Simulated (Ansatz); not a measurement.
# C₄H₃S radical: up Jacob's ladder to CCSD(T)

Aim: compute C₄H₃S radical with functionals from several rungs and with coupled cluster, and see how far each lands from CCSD(T) at the basis-set limit for the atomisation energy.

Program: Ansatz 0.2.0, Gaussian basis. Level of theory: functionals in def2-TZVPP, the program's frozen cores in correlated methods. These are calculated values, not measurements.

The runs, in order: LDA (SPW92), PBE-D4, revPBE-D4, BLYP-D4, r2SCAN-D4, B97M-V, PBE0-D4, B3LYP-D4, r2SCANh-D4, r2SCAN0-D4, HSE06-D4, BHLYP-D4, CAM-B3LYP-D4, LC-ωPBE, ωB97X-V, ωB97M-V, B2PLYP, PBE-QIDH; CCSD(T)/def2-SVP; CCSD(T)/def2-TZVPP; MP2/def2-QZVPP; extrapolation to the limit; RPA on PBE.

## (1) Structure used throughout

All runs share one geometry, relaxed beforehand with PBE0-D4 in a triple-zeta def2 set.

8 atoms, charge 0, spin multiplicity 2.

Atoms are counted from 1 here; the program's logs count them from 0.

Bond lengths: C1–C2 1.404 Å, C1–C5 1.345 Å, C2–C3 1.367 Å, C2–H6 1.080 Å, C3–S4 1.708 Å, C3–H7 1.080 Å, S4–C5 1.724 Å, C5–H8 1.078 Å. Angles: C2–C1–C5 117.7°, C1–C2–C3 109.4°, C1–C2–H6 125.9°, C3–C2–H6 124.7°, C2–C3–S4 112.2°, C2–C3–H7 127.9°, S4–C3–H7 119.9°, C3–S4–C5 92.8°, C1–C5–S4 108.0°, C1–C5–H8 131.0°, S4–C5–H8 121.1°.

## (2) LDA

This LDA is Slater exchange with PW92 correlation.

File in.yaml:

```yaml
crystal:
  periodic: [false, false, false]
  atoms:
    - {symbol: C, position_ang: [-0.997166, 0.465468, 0.440806]}
    - {symbol: C, position_ang: [0.359948, 0.740659, 0.672986]}
    - {symbol: C, position_ang: [1.129387, -0.087089, -0.096574]}
    - {symbol: S, position_ang: [0.185515, -1.143135, -1.050274]}
    - {symbol: C, position_ang: [-1.295269, -0.503655, -0.442675]}
    - {symbol: H, position_ang: [0.748265, 1.486961, 1.350928]}
    - {symbol: H, position_ang: [2.207156, -0.130556, -0.152137]}
    - {symbol: H, position_ang: [-2.245740, -0.885650, -0.778761]}
basis:
  gaussian: {orbitals: def2-TZVPP}
magnetization: {spin_polarized: true, initial_magnetization: 1}
hamiltonian: {xc: lda}
output: {orbitals: {seedname: orbitals}}
```

Started as:

```
$ ansatz run in.yaml --threads 4 --pin off --events-out ev --progress --plain --max-ram 10444MiB
```

Further steps of the session: PBE-D4 (GGA); revPBE-D4 (GGA); BLYP-D4 (GGA); r2SCAN-D4 (meta-GGA); B97M-V (meta-GGA); B3LYP-D4 (hybrid); r2SCANh-D4 (hybrid); r2SCAN0-D4 (hybrid); HSE06-D4 (hybrid); BHLYP-D4 (hybrid); CAM-B3LYP-D4 (range-separated); LC-ωPBE (range-separated); ωB97X-V (range-separated); ωB97M-V (range-separated); B2PLYP (double hybrid); PBE-QIDH (double hybrid); CCSD(T) in def2-SVP; CCSD(T) in def2-TZVPP; MP2 in def2-QZVPP; RPA on PBE orbitals.

Before running them: what should the planned runs give, taken together? Wanted: atomisation energy, CCSD(T)/CBS; farthest beyond LDA; mean size of error, GGA; mean size of error, meta-GGA; mean size of error, hybrid; mean size of error, range-separated; mean size of error, double hybrid; gap, smallest and largest; T1 diagnostic.

**Answer**, as computed:

```
                               quantity                                     value
        atomisation energy, CCSD(T)/CBS                             3501.4 kJ/mol
 functionals within 17.5 kJ/mol (0.5 %)                        r2SCAN0-D4, B2PLYP
                    farthest beyond LDA                    PBE-D4 (+199.6 kJ/mol)
                mean size of error, GGA                              112.0 kJ/mol
           mean size of error, meta-GGA                               68.1 kJ/mol
             mean size of error, hybrid                               68.5 kJ/mol
    mean size of error, range-separated                               27.3 kJ/mol
      mean size of error, double hybrid                               29.0 kJ/mol
              gap, smallest and largest  1.74 eV (LDA (SPW92)), 9.69 eV (LC-ωPBE)
                          T1 diagnostic                                    0.0414
triples share of the correlation energy                                     5.4 %
```

What this shows: The LDA atomisation energy is off by 651.3 kJ/mol (19 %): it overbinds. PBE-D4 is off by +199.6 kJ/mol. Double hybrids carry the basis error of their MP2 part in triple zeta, and no dispersion term here, so their miss is partly the set-up's. By mean error the best rung here is range-separated (27.3 kJ/mol) and the worst beyond LDA is GGA (112.0 kJ/mol). The gap between the best rungs is small, so their order is not settled. The reference freezes the cores and leaves out relativity and excitations past (T), so misses under about 17.5 kJ/mol can't be ranked. Hartree-Fock recovers 72 % of the binding; the rest is correlation. CCSD(T) in def2-SVP is off by -163.2 kJ/mol, more than most functionals: a good method in a small basis is no reference. The gap grows from 1.7 to 9.7 eV across the functionals, mostly with the share of exact exchange. The UHF reference is spin-contaminated (⟨S²⟩ = 1.09 against 0.75).
